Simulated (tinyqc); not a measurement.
Inside a calculation. Method: CIS and TDHF on RHF in the sto-6g basis, for H2O, spin multiplicity 1. One step of it, computed by the program tinyqc.

Task: CIS triplet states. Diagonalise A (1 hartree = 27.211386 eV); each vector has its largest component positive (the first on a tie).

CIS matrix A, triplet (hartree):
```
           1>6        1>7        2>6        2>7        3>6        3>7        4>6        4>7
1>6  20.236733  -0.000037   0.007734   0.000004  -0.000083  -0.008064  -0.019215   0.000110
1>7  -0.000037  20.299540   0.000004   0.008288  -0.008064   0.000144   0.000110  -0.003923
2>6   0.007734   0.000004   1.155797   0.000170  -0.001221  -0.088204  -0.049609   0.000376
2>7   0.000004   0.008288   0.000170   1.242022  -0.088204   0.001372   0.000376   0.013551
3>6  -0.000083  -0.008064  -0.001221  -0.088204   0.524296  -0.000109  -0.000846  -0.056963
3>7  -0.008064   0.000144  -0.088204   0.001372  -0.000109   0.580763  -0.056963   0.000896
4>6  -0.019215   0.000110  -0.049609   0.000376  -0.000846  -0.056963   0.435509  -0.000402
4>7   0.000110  -0.003923   0.000376   0.013551  -0.056963   0.000896  -0.000402   0.491250
5>6   0.000000   0.000000   0.000000   0.000000   0.000000   0.000000   0.000000   0.000000
5>7   0.000000   0.000000   0.000000   0.000000   0.000000   0.000000   0.000000   0.000000

           5>6        5>7
1>6   0.000000   0.000000
1>7   0.000000   0.000000
2>6   0.000000   0.000000
2>7   0.000000   0.000000
3>6   0.000000   0.000000
3>7   0.000000   0.000000
4>6   0.000000   0.000000
4>7   0.000000   0.000000
5>6   0.332334  -0.000065
5>7  -0.000065   0.400741
```

Give: triplet excitation energies; lowest vectors.

Result:

triplet excitation energies (eV): 9.043  10.905  11.099  12.138  15.190  16.133  31.872  34.103  550.670  552.379

lowest vectors:
```
     state 1  state 2  state 3  state 4  state 5  state 6
1>6    0.000    0.000    0.001    0.000    0.000    0.000
1>7    0.000    0.000    0.000    0.000    0.000    0.000
2>6    0.000    0.000    0.104   -0.002    0.003    0.112
2>7    0.000    0.000    0.000    0.056    0.112   -0.003
3>6    0.000    0.000    0.013    0.628    0.768   -0.006
3>7    0.000    0.000    0.359   -0.011    0.010    0.922
4>6    0.000    0.000    0.928   -0.011   -0.009   -0.369
4>7    0.000    0.000    0.009    0.776   -0.630    0.013
5>6    1.000   -0.001    0.000    0.000    0.000    0.000
5>7    0.001    1.000    0.000    0.000    0.000    0.000
```
